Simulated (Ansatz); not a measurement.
2H WS₂ was calculated with PBE-D3(BJ) (PAW; Ansatz, a first-principles code).

Run with plane-wave cutoff 520 eV, 12×12×4 k mesh (along the axes of the cell as run), Fermi–Dirac smearing 0.01 eV, no spin polarisation, scalar-relativistic PAW data made under PBE.

Cell (relaxed at this level):

```
CELL_PARAMETERS angstrom
      1.57694    -2.73133     0.00000
      1.57694     2.73133     0.00000
      0.00000     0.00000    12.14038
ATOMIC_POSITIONS crystal
  W  0.33333 0.66667 0.25000
  W  0.66667 0.33333 0.75000
  S  0.33333 0.66667 0.87971
  S  0.66667 0.33333 0.37971
  S  0.66667 0.33333 0.12029
  S  0.33333 0.66667 0.62029
```

Q: Give the computed pressure derivative B′ of the bulk modulus, direct gap at Γ, bulk modulus and band gap.

A: 
- pressure derivative B′ of the bulk modulus: 11.8
- direct gap at Γ: 2.25 eV
- bulk modulus: 49.8 GPa
- band gap: 0.89 eV

Measured, for comparison: bulk modulus 61 ± 1 GPa (room temperature, not corrected to a static lattice; as tabulated in High pressure x-ray diffraction study of tungsten disulfide, J. Phys. Chem. …). Computed (rounded) less measured: bulk modulus -18 %.

Note: the bulk modulus comes from volumes at which shape and atoms were relaxed.

Spin–orbit coupling is not included.

Cost on a shared machine: about 8 core-minutes (a rough figure).
